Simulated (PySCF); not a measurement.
C5H10O.
SMILES: `CCOC1CC1`

Torsions of this conformer, `[CH3:1][CH2:2][O:3][CH:4]1[CH2:5][CH2:6]1`: C1–C2–O3–C4 -70°, C2–O3–C4–C5 166°.

The closed-shell ground state was solved at several levels (PySCF, density fitting, gas phase, non-relativistic). Isolated species at its GFN2-xTB geometry (one conformer only).

```
        level  basis functions  HOMO (eV)  LUMO (eV)  gap (eV)  dipole (D)
PBE0/pcSseg-1              152      -6.95       1.62      8.57        1.31
  B3LYP/pcJ-1              262      -6.70       1.33      8.03        1.27
```

Q: What might CAM-B3LYP/def2-SVPD (203 basis functions) give for the same quantities?

A: HOMO -8.44 eV, LUMO 1.51 eV, gap 9.95 eV, dipole 1.33 D.

Q: Over all these levels, which gives the widest orbital gap and which the narrowest?

A: CAM-B3LYP/def2-SVPD (range-separated hybrid) has the widest, 9.95 eV, and B3LYP/pcJ-1 (global hybrid, 20 % exact exchange) the narrowest, 8.03 eV. Functional and basis both differ between the two, so the spread mixes both effects.

Q: How far do the dipole and the HOMO energy spread over the levels?

A: The dipole runs from 1.27 to 1.33 D (mean 1.30 D) and the HOMO from -8.44 to -6.70 eV.
